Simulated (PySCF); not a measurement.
# HF: from constants to spectrum

RHF-CCSD(T) constants of HF, ¹Σ⁺ (singlet), closed shell (PySCF, no relativity, basis sets H def2-SVPD, F def2-SVPD; masses 1.0078 and 18.9984 u):

* ωe: 4116.2 cm⁻¹
* ωexe: 93.2 cm⁻¹
* Be: 20.691 cm⁻¹
* αe: 0.814 cm⁻¹
* D (centrifugal): 0.00209 cm⁻¹
* De to H + F: 5.90 eV

Estimate the standard entropy (1 bar) and heat capacity of the ideal gas at 500 K, rigid rotor with B0 and harmonic oscillator at the fundamental.

Translation (Sackur–Tetrode, M = 20.01 u): 157.0 J/(mol K). Rotation: q = kT/(σB0) = 17.1 with σ = 1, 31.9. Vibration: x = hcν0/kT = 11.3, 0.00. S° = 188.9 J/(mol K); Cp = 7R/2 + 0.01 = 29.1 J/(mol K).

Correlated steps freeze 1 core orbital. Correlated levels converge slowly with the basis: in double zeta they bind strong bonds too weakly, by up to about 1 eV, and carry superposition errors of some tenths. Where the molecule has an RHF reference, its open-shell atoms are computed with UHF.
